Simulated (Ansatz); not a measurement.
Run this with Ansatz 0.2.0 through its Python package and show what comes out.

The script, `run_basis.py`:
```python
# -*- coding: utf-8 -*-
'''How the energy of CH2S converges with the basis.'''

import ansatz as az
from ase import Atoms


def main():
    atoms = Atoms(['C', 'S', 'H', 'H'], positions=[
        (-0.0674, -0.0882, -0.0338),
        (1.3628, 0.4619, 0.5313),
        (-1.0201, -0.1907, 0.5985),
        (-0.2198, -0.2433, -1.1163),
    ])
    geometry = az.Crystal.molecule_from_ase(atoms)

    calculation = geometry.calculation().correlation('ccsd_t', electrons='valence')

    energies = {}
    for basis in ['cc-pVDZ', 'cc-pVTZ']:
        rep = calculation.basis(gaussian=basis).run(threads=1, pin='off').report
        size = rep['n_frozen'] + rep['n_occupied'][0] + rep['n_virtual'][0]
        energies[basis] = (rep['reference_energy_ev'] / 27.211386246, rep['free_energy_ev'] / 27.211386246)
        print(f'{basis:14s} {size:4d} orbitals  reference {energies[basis][0]:14.6f} Ha  total {energies[basis][1]:14.6f} Ha')

    # two-point extrapolation: the basis-set error of the correlation energy falls as X^-3
    small, large = (energies[b][1] - energies[b][0] for b in ('cc-pVDZ', 'cc-pVTZ'))
    limit = (3 ** 3 * large - 2 ** 3 * small) / (3 ** 3 - 2 ** 3)
    print(f'correlation energy: {small:.6f} and {large:.6f} Ha, extrapolated {limit:.6f} Ha')
    print(f'share caught by the larger set: {100 * large / limit:.1f} %')


if __name__ == '__main__':
    main()
```

```console
$ python run_basis.py
cc-pVDZ          42 orbitals  reference    -436.524781 Ha  total    -436.831399 Ha
cc-pVTZ          92 orbitals  reference    -436.551106 Ha  total    -436.931763 Ha
correlation energy: -0.306618 and -0.380657 Ha, extrapolated -0.411831 Ha
share caught by the larger set: 92.4 %
```

Against cc-pVDZ: cc-pVTZ -100.4 mHa. The last step alone is -100.36 mHa.

Reading the output:
- The settings weren't tested for convergence.
- The geometry is a force-field or estimated start, not a minimum of this method, and the last set is no limit. Much of the fall in a total is atomic energy, which cancels in bond and reaction energies.
- Inner cores stay frozen, so this is valence correlation.
- For Al to Cl the sets with a tight d function, cc-pV(X+d)Z, are usual.
- An extrapolation from small basis sets is rough.
- The whole script took 2.5 s on 1 thread of Arm Neoverse V2, with other jobs on the host, peak memory 0.3 GiB.

(A comment or docstring line of the script was reworded after the run, the code is as it ran; lines on the test bed's own set-up are left out of the output.)
